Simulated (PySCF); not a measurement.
## Which basis set comes closest?

Molecule: `OCC1CC1`, C4H8O.

Atom-mapped SMILES (the numbers label the heavy atoms): `[OH:1][CH2:2][CH:3]1[CH2:4][CH2:5]1` (H(Xn): hydrogen on atom n). Ha(C4), Ha(C5) are cis to C2 on the ring; Hb(C4), Hb(C5) are trans to C2 on the ring.

Geometry PBE0-D3(BJ)/def2-SVP throughout; GIAO in PySCF, gas phase, one conformer, non-relativistic; equivalent atoms averaged; functional PBE0.

Reference values (measured; solution, not stated per compound (mostly CDCl3 or CCl4); Pretsch, Buehlmann, Badertscher, Structure Determination of Organic Compounds, 4th ed. (2009)): δ(C3) = 12.7 ppm, δ(C4/C5) = 2.2 ppm. Computed shifts are taken against TMS, calculated as an isolated molecule at each level.

Q: How do the basis sets STO-3G, 6-31G, pcSseg-0, 6-31G*, def2-SVP, cc-pVDZ, pcSseg-1, 6-311+G(2d,p), aug-cc-pVDZ, def2-TZVP, IGLO-III, cc-pVTZ, pcSseg-2 perform against the reference? Times are CPU seconds on shared hosts with different chips, so compare them loosely.

A: 
```tsv
basis set	functions	C3	C4/C5	mean abs. error C	core-s
STO-3G	33	16.8	14.4	8.2	2.1
6-31G	61	15.6	5.1	2.9	3.9
pcSseg-0	61	15.0	5.3	2.7	3.1
6-31G*	86	15.2	4.4	2.4	5.4
def2-SVP	110	15.2	3.4	1.8	6.7
cc-pVDZ	110	17.6	4.6	3.7	6.7
pcSseg-1	125	15.8	3.5	2.2	12
6-311+G(2d,p)	183	16.7	3.0	2.4	14
aug-cc-pVDZ	187	17.4	3.2	2.8	14
def2-TZVP	203	16.9	2.9	2.4	17
IGLO-III	255	17.2	3.1	2.7	20
cc-pVTZ	262	16.7	3.4	2.6	23
pcSseg-2	292	17.6	3.5	3.1	30
```

For $^{13}$C the closest is def2-SVP (1.8 ppm) and the furthest STO-3G (8.2 ppm). Where a smaller basis beats a larger one, errors probably cancel; the largest sets show where the functional converges. One molecule is a small sample, and vibrational and solvent effects are absent from the calculation.

A small basis that lands close on one nucleus may do so by chance; judge by the trend and by all nuclei.
